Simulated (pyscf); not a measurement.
A first-order saddle from PySCF, ωB97X-D3(BJ)/def2-SVP:

```xyz
7

P     -1.5599    -0.5690     1.1866
H     -0.3518     0.2431     0.3689
H     -1.0293    -1.8174     0.7460
H     -2.4350    -0.4634     0.0656
P      0.6186     0.8741    -0.8343
H     -0.4511     1.7113    -1.2687
H      0.2533    -0.1773    -1.7258
```
Charge 0, spin multiplicity 2.

Surface: doublet, charge 0. Lowest wavenumbers (cm⁻¹): 1305i, 52, 214, 281, 429.

Problem. Name the species on either side of this saddle.

Solution. `[PH2]` [doublet] + `[PH3]` ⇌ `[PH3]` + `[PH2]` [doublet], a hydrogen abstraction read from left to right: H–P broken and H–P formed. At CCSD(T)/def2-TZVPP + ΔMP2(QZVPP) it lies +8.2 kcal/mol from the left side and +8.2 kcal/mol from the right (each side as separated species at their lowest minima found). One saddle was located; it need not be the lowest between these sides. The angle at the transferred H is 163°. The CCSD(T) − MP2 part came from Ansatz, without density fitting, on the same reference.
